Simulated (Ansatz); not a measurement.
`Clc1ccsc1` and `Oc1ccsc1` differ in one atom or group.

Ansatz, PBE0-D4/def2-TZVP geometries, multiplicity 1. Each molecule was computed in one conformer, which needn't be the lowest.

```tsv
property	`Clc1ccsc1`
HOMO energy (PBE0/def2-TZVPP) / eV	-6.94
LUMO energy (PBE0/def2-TZVPP) / eV	-0.70
HOMO energy (ωB97M-V/def2-TZVPP) / eV	-9.00
ideal-gas entropy at 298 K and 1 bar (rigid rotor, harmonic PBE0-D4/def2-TZVP) / J/(mol·K)	314
HOMO–LUMO gap (ωB97M-V/def2-TZVPP) / eV	10.36
LUMO energy (B3LYP/def2-TZVPP) / eV	-0.89
```

(1) Give the same properties after the change, and the shifts. (Best estimate.)

## Answers

(1) Ansatz gave: 
| property | `Oc1ccsc1` | shift |
| --- | --- | --- |
| HOMO energy (PBE0/def2-TZVPP) / eV | -6.34 | 0.60 |
| LUMO energy (PBE0/def2-TZVPP) / eV | -0.27 | 0.43 |
| HOMO energy (ωB97M-V/def2-TZVPP) / eV | -8.44 | 0.56 |
| ideal-gas entropy at 298 K and 1 bar (rigid rotor, harmonic PBE0-D4/def2-TZVP) / J/(mol·K) | 308 | -6 |
| HOMO–LUMO gap (ωB97M-V/def2-TZVPP) / eV | 10.20 | -0.16 |
| LUMO energy (B3LYP/def2-TZVPP) / eV | -0.47 | 0.42 |

With PBE0 the HOMO rises by 0.60 eV and the LUMO rises by 0.43 eV, so the gap narrows by about 0.17 eV. PBE moves the HOMO by 0.63 eV and ωB97M-V by 0.56 eV. The zero-point energy changes by 36.1 kJ/mol with +3 modes.

B3LYP here is the variant with VWN-RPA as its local correlation; programs differ in this.
